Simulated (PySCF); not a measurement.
**Static response to an electric field**

Species: SO2.
Structure used (PBE0-D3(BJ)/def2-SVP), in Å, numbered top down from 1:
```xyz
3
SO2 angstrom
O     -1.1740    0.4733   -0.0061
S     -0.1100   -0.5173   -0.0071
O      1.2677   -0.0532   -0.0067
```

Level: B3LYP/def2-SVPD (PySCF), static field, nuclei fixed, core orbitals frozen in the response. The polarisability tensor in these axes (au):

```
x   34.00 -2.34  0.00
y   -2.34 23.64  0.00
z    0.00  0.00 19.57
```

Question: What are the eigenvalues, a third of the trace, and Δα (Δα² = ½Σ(αi − αj)² over the three pairs)?

Answer: Principal values 19.57, 23.13 and 34.50 au; mean 25.74 au = 3.81 Å³ = 4.24 × 10⁻⁴⁰ C²·m²/J; Δα = 13.50 au (52 % of the mean).

Question: What is the dipole moment, and where does it point?

Answer: (-0.38, -1.76, 0.00) D, 1.81 D in size, pointing from the negative to the positive side. Measured along this direction, the outermost atoms are O3 and O1 at the negative end and S2 at the positive end.

Question: What would n − 1 = 2πNα be for an ideal gas of these molecules at 400 K and 1 atm, electronic part alone?

Answer: N = p/kT = 1.8347 × 10¹⁹ cm⁻³, so n − 1 = 2π × N × 3.81 × 10⁻²⁴ cm³ = 440 × 10⁻⁶ at long wavelengths.

Question: Rayleigh depolarisation ratio (linearly polarised light, static tensor)?

Answer: ρ = 3Δα²/(45ᾱ² + 4Δα²) = 547.0/(29806 + 729.4) = 0.0179.

Question: In TDDFT the mean static polarisability is Σ f/ω² over all singlet excitations (ω in hartree). How much of it do the 10 lowest give? Their energies (eV) and oscillator strengths: 3.92, 0.0039; 4.26, 0.0000; 6.18, 0.0605; 8.06, 0.0023; 8.16, 0.0000; 8.32, 0.0429; 8.81, 0.0001; 8.99, 0.0357; 9.11, 0.0000; 9.15, 0.0001.

Answer: They add up to 2.18 au, 8.5 % of the 25.74 au; the largest single term is 1.17 au, from the state at 6.18 eV. Terms in order: 0.19, 0.00, 1.17, 0.03, 0.00, 0.46, 0.00, 0.33, 0.00, 0.00 au. Higher excitations give the rest. The strengths listed sum to 0.146.

Isolated species at its PBE0-D3(BJ)/def2-SVP geometry, gas phase.

The run behind these numbers computed excited states and ΔSCF ions as well. The run took 4.2 s of wall time on AMD EPYC 9B45, one thread, shared host with 96 logical CPUs at a one-minute load of 17, and the process peaked at 0.32 GiB of memory.
